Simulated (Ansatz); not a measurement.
# C5H6N: the cost of one run

Program: the Python package of Ansatz 0.2.0. Level of theory: B3LYP/cc-pVDZ. These are calculated values, not measurements.

## 1. The structure

Bond lengths: C1–N2 1.454 Å, N2–C3 1.344 Å, C3–C4 1.381 Å, C4–C5 1.383 Å, N2–C6 1.345 Å, C5–C6 1.381 Å, C1–H7 1.110 Å, C1–H8 1.110 Å, C3–H9 1.083 Å, C4–H10 1.082 Å, C5–H11 1.082 Å, C6–H12 1.083 Å. Angles (14 of 18 angles, heavy atoms first): C1–N2–C3 125.8°, C1–N2–C6 126.4°, C3–N2–C6 107.8°, N2–C3–C4 109.5°, C3–C4–C5 106.6°, C4–C5–C6 106.6°, N2–C6–C5 109.5°, N2–C1–H7 109.9°, N2–C1–H8 109.9°, N2–C3–H9 124.6°, C4–C3–H9 125.9°, C3–C4–H10 126.7°, C5–C4–H10 126.7°, C4–C5–H11 126.7°.

No structure file is read: the coordinates are typed or built in the script.

## 2. The code

c5h6n.py reads:

```python
"""Electronic structure of the C5H6N molecule."""

from dataclasses import dataclass

import ansatz


@dataclass(frozen=True)
class Settings:
    basis_set: str = "cc-pVDZ"
    xc: str = "B3LYP"


opts = Settings()

GEOMETRY = """
C     2.03070   -0.20650    0.41690
N     0.60550   -0.11570    0.14320
C    -0.29590   -1.09540    0.32960
C    -1.54800   -0.64560   -0.03930
C    -1.38980    0.66070   -0.46540
C    -0.04730    0.95700   -0.33980
H     2.31860    0.54940    1.17760
H     2.60660   -0.03920   -0.51740
H    -0.06220   -2.08120    0.71110
H    -2.47270   -1.20580   -0.00240
H    -2.16650    1.32130   -0.82650
H     0.42080    1.90110   -0.58760
"""

c5h6n = ansatz.Crystal.molecule()
for line in GEOMETRY.strip().splitlines():
    symbol, *xyz = line.split()
    c5h6n = c5h6n.atom(symbol, [float(v) for v in xyz])

base = c5h6n.calculation()
base = base.basis(gaussian=opts.basis_set).functional(opts.xc)
base = base.spin("collinear", total=1)
done = base.run()
summary = done.report

for key in ("converged", "free_energy_ev", "reference_energy_ev", "n_frozen", "n_occupied", "n_virtual"):
    print(f"{key:22s} {summary[key]}")
```

## 3. Launch

Command:

```
python c5h6n.py
```

What time and memory should one allow on 1 thread of Arm Neoverse V2, shared host?

About 7.6 s, with a peak of 0.36 GiB.
